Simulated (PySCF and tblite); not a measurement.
Results of a calculation; reference values are marked as such.
C3H5F, numbered as in [CH2:1]=[CH:2][CH2:3][F:4].

Geometries PBE0-D3(BJ)/def2-SVP; weights from PBE0-D3(BJ)/def2-TZVP energies and GFN2-xTB thermal corrections, with symmetry numbers and mirror pairs. Conformers within 4 kcal/mol (GFN2-xTB free energy) were kept, 5 at most. Run with PySCF (density fitting) and tblite.

Rotational constants are equilibrium values for the commonest isotopes; dipoles come from the energy level named.

Torsions listed: C1–C2–C3–F4. Of a mirror pair one member is shown.

```
conformer  shape   symmetry  weight %
        1  -132°  C1 (pair)      50.2
        2     0°         Cs      49.8
```

Sets of constants, in random order:

| set | A (MHz) | B (MHz) | C (MHz) | abs μa (D) | abs μb (D) | abs μc (D) |
| --- | --- | --- | --- | --- | --- | --- |
| P | 17404 | 6055 | 4623 | 0.63 | 1.53 | 0.00 |
| Q | 29562 | 4235 | 4057 | 1.43 | 0.80 | 0.60 |

Question: Match each set to its conformer.

Answer: P is conformer 2, Q is conformer 1.
